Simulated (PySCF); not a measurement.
Structure problem from calculated spectra and properties.

Elements present: C, H and N. Monoisotopic mass: 69.0578 u.

* NMR, other nuclei: isotropic shieldings of nuclei other than C and H, by class: 220 (1 N) ppm [GIAO PBE0/pcSseg-1]
* UV, first state: lowest singlet excitation: 5.66 eV (219 nm, f = 0.002) [TDDFT PBE0/def2-SVPD]
* Polarisability: 62.2 au [PBE0/def2-SVPD]
* Rotational structure: rotational constants A, B, C: 17.401, 2.398, 2.328 GHz [GFN2-xTB]
* Dipole: 1.02 D [PBE0/def2-SVPD]
* 13C NMR: chemical shifts (computed TMS as zero) by class: 220.3 (1 C), 98.5 (1 C), 77.5 (1 C), 49.4 (1 C) ppm [GIAO PBE0/pcSseg-1]
* 1H NMR: chemical shifts (computed TMS as zero) by class: 5.23 (1 H), 4.88 (2 H), 3.43 (2 H), 0.60 (2 H) ppm [GIAO PBE0/pcSseg-1]
* UV, strongest line: among the 6 lowest singlet transitions: S5 at 6.73 eV (184 nm, f = 0.186) [TDDFT PBE0/def2-SVPD]
* Triplet: lowest triplet excitation (Tamm–Dancoff): 4.56 eV [TDA PBE0/def2-SVPD]

The electronic properties come from PySCF, for the isolated species, density fitting. Levels stand in brackets. NMR shifts are as computed; neighbouring signals can stand in another order in a measured spectrum. Geometry: GFN2-xTB, one conformer, isolated molecule. NMR classes are plain means over equivalent atoms (diastereotopic ones count apart unless rotation or inversion swaps them), as if these changed places fast.

Problem. Which formula fits the mass and the elements?

Solution. C4H7N (calculated 69.0578). No other formula that holds each of these elements comes within 0.0003 u with a fitting electron parity and a possible valence count.

Problem. What is the compound? Reason from the data.

Solution. Numbering: `[CH2:1]=[C:2]=[CH:3][CH2:4][NH2:5]`. Its formula, C4H7N, gives 2 degrees of unsaturation: 0 rings and 2 π bonds in the structure found. 4 carbons fall into 4 classes; from least to most shielded: central carbon of cumulated double bonds [C2] (220.3 ppm), outer carbon of cumulated double bonds [C3] (98.5 ppm), outer carbon of cumulated double bonds [C1] (77.5 ppm), sp3 carbon bound to nitrogen [C4] (49.4 ppm). Hydrogen classes from least to most shielded: 1 H on an outer carbon of cumulated double bonds, C3 (5.23 ppm), 2 H on an outer carbon of cumulated double bonds, C1 (4.88 ppm), 2 H on an sp3 carbon bound to nitrogen, C4 (3.43 ppm), 2 H on a primary amine nitrogen, N5 (0.60 ppm). The other shieldings belong to: 220 ppm, primary amine nitrogen [N5]. The optimised geometry has point group C1 and is an asymmetric top. Structure: `C=C=CCN`. Computed isomers that give other values at the same levels: `CC(C)C#N` (13C chemical shifts (computed TMS as zero) by class: 128.0 (1 C), 22.9 (2 C), 20.5 (1 C) ppm); `[C-]#[N+]CCC` (rotational constant A: 10.517 GHz; this holds for the one conformer computed); `C1=NCCC1` (13C chemical shifts (computed TMS as zero) by class: 168.7 (1 C), 66.3 (1 C), 40.1 (1 C), 21.3 (1 C) ppm). The assignments are read from this structure; whether some other isomer fits the data as well wasn't checked.

The values belong to the conformer `[CH2:1]=[C:2]=[CH:3][CH2:4][NH2:5]`: C2–C3–C4–N5 -112°, H–N5–C4–C3 61°, H–N5–C4–C3 -57°.
